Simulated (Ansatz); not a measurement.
C4H4O (`C=C1CC1=O`), relaxed with RKS PBE0-D4/def2-TZVP in the Gaussian-basis code of Ansatz from a PBE-D4/def2-SVP geometry. The force threshold is 0.005 eV/Å; the program also tests the step.

The species carries charge 0 and has multiplicity 1.

Start:

```xyz
9

C     1.521   -0.524   -0.125
C     0.293    0.010   -0.088
C    -1.136   -0.156    0.409
C    -0.672    1.029   -0.404
O    -0.965    2.078   -0.930
H     2.344   -0.011   -0.649
H     1.746   -1.486    0.367
H    -1.346   -0.020    1.489
H    -1.783   -0.919   -0.070
```

```csv
step,energy (eV),largest force (eV/Å),largest move (Å)
1,-6252.5166,1.378,0.000
2,-6252.5720,0.206,0.028
3,-6252.5756,0.086,0.012
4,-6252.5756,0.082,0.002
5 (rejected),-6252.5753,0.094,0.014
6,-6252.5760,0.028,0.007
7,-6252.5760,0.007,0.002
8,-6252.5760,0.001,0.000
```

End:

```xyz
9

C     1.504   -0.518   -0.123
C     0.291    0.002   -0.083
C    -1.129   -0.156    0.407
C    -0.663    1.011   -0.398
O    -0.949    2.047   -0.916
H     2.308   -0.008   -0.642
H     1.733   -1.463    0.359
H    -1.332   -0.013    1.467
H    -1.764   -0.901   -0.072
```

Run time 34 s (2 threads of an Arm Neoverse V1 on a shared host); peak host memory 0.38 GiB.
